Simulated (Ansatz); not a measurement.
# Al2B: the cost of one run

Computed with Ansatz 0.2.0, Gaussian basis. Level: def2-TZVPP, core rule «outside noble gas», up to 11 orbitals frozen.

The runs, in order: UHF; ROHF; CCSD(T) on UHF.

### 1 The geometry

The geometry is a PBE0/def2-TZVP stationary point (not a proven minimum) of the parent state, kept for this charge and spin.

3 atoms, charge 1, spin multiplicity 3.

Atoms are counted from 1 here; the program's logs count them from 0.

Bond lengths: Al1–B2 2.078 Å, B2–Al3 2.078 Å. Angles: Al1–B2–Al3 90.5°.

### 2 UHF

in.yaml

```yaml
crystal:
  periodic: [false, false, false]
  atoms:
    - {symbol: Al, position_ang: [0.000000, -0.244231, 1.475660]}
    - {symbol: B, position_ang: [0.000000, 1.219080, 0.000000]}
    - {symbol: Al, position_ang: [0.000000, -0.244231, -1.475660]}
basis:
  gaussian: {orbitals: def2-TZVPP}
total_charge: 1
magnetization: {spin_polarized: true, initial_magnetization: 2}
hamiltonian: {xc: hf}
output: {orbitals: {seedname: orbitals}}
```

Started as:

```
> ansatz run in.yaml --threads 1 --pin off --events-out ev --progress --plain --max-ram 2816MiB --backend cpu
```

**Question.** How long does this run take on 1 thread of AMD EPYC 7R13, shared host, and how much memory does it need?

About 26 s, with a peak of 0.32 GiB.
